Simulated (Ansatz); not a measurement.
# One elementary step

Start structure (BNH8O, singlet), relaxed at PBE0-D4/def2-TZVP:

```tsv
atom	x (Å)	y (Å)	z (Å)
B1	-1.1363	-0.8686	-0.5185
H2	-1.4157	0.2088	-1.0172
H3	-0.2090	-1.4216	-1.0707
H4	-2.0954	-1.5791	-0.3360
H5	0.2273	0.1017	0.7980
O6	-0.5568	-0.5356	0.9581
H7	1.1597	0.7542	-0.8610
N8	1.4263	0.9353	0.1025
H9	-1.2326	-0.0787	1.4667
H10	1.4830	1.9379	0.2297
H11	2.3495	0.5457	0.2484
```

The step: BH₃ + H₂O + NH₃ → BH₃O ([BH2][OH]) + NH₃ + H₂; bonds formed: H2–H7, H5–N8; dative contacts that become bonds: B1–O6; bonds broken: B1–H2, H5–O6, H7–N8. Program: Ansatz 0.2.0. Basis: def2-TZVPP and def2-QZVPP. Cores are frozen in the correlated methods. Extrapolation: Hartree–Fock as exp(−7.88 √X), correlation as X^−2.97. Energies below are by CCSD(T) at an estimated basis limit (MP2 extrapolated from triple and quadruple zeta, plus CCSD(T) − MP2 in triple zeta).

What are the electronic barrier and the energy of the step, from the start structure to the end structure? (To be estimated.)

By the calculation: Barrier 65.5 kJ/mol; step energy -17.5 kJ/mol (downhill); reverse barrier, their difference, 83.0 kJ/mol. Barrier and step energy count from the start structure, the reverse barrier from the end structure.

The saddle point: One imaginary mode of 656i cm⁻¹.
```csv
pair,start (Å),saddle (Å),end (Å)
B1–O6,1.62,1.46,1.35
H2–H7,2.64,1.04,0.75
H5–N8,1.62,1.03,1.01
B1–H2,1.22,1.35,3.08
H5–O6,1.02,1.90,2.34
H7–N8,1.02,1.28,2.57
```

Zero-point energy (harmonic, PBE0-D4): ZPE is 245.8 kJ/mol at the start and 235.7 kJ/mol at the saddle, so the barrier goes from 65.5 to 55.4 kJ/mol.

The T1 diagnostic stays at or below 0.012.

The step is the kind of ligand exchange by which a precursor binds to a hydroxyl group, or is hydrolysed, in atomic layer deposition of oxides.

Labels in which every atom is bracketed show which atoms are joined, not bond orders.

For scale, one of the runs: CCSD(T)/def2-TZVPP, 205 basis functions (an equivalent command: `ansatz run in.yaml --threads 2`). Hardware: 2 CPU threads, shared host. Wall time 41 s; peak host memory 3 GiB.
